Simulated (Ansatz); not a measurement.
CF3 (`F[C](F)F`) radical. The species carries charge 0 and has multiplicity 2.

```xyz
4

F     0.0843   -0.9365    0.8328
C     0.2161    0.1598    0.1229
F    -0.8773    0.8855    0.1546
F     0.5770   -0.1088   -1.1103
```

Q: What are the harmonic wavenumbers in cm⁻¹ at PBE0-D4/def2-TZVP (Ansatz, finite differences of forces, unscaled)? (An estimate is asked.)

A: Ansatz gave: 513, 513, 710, 1107, 1288, 1288.

Q: Is this a minimum?

A: Yes, all 6 modes are real.

Q: Give the ideal-gas thermochemistry at 298.15 K and 1 bar (rigid rotor, harmonic oscillator; point group C3v, symmetry number 3).

A: Zero-point energy 32.4 kJ/mol; H(298) − E = 43.9 kJ/mol; entropy 264.3 J/(mol·K), of which translation 161.7, rotation 89.9, vibration 7.0, electronic 5.8; G(298) − E = -34.9 kJ/mol.

Q: Rotational constants (cm⁻¹)?

A: 0.3647, 0.3647, 0.1886.
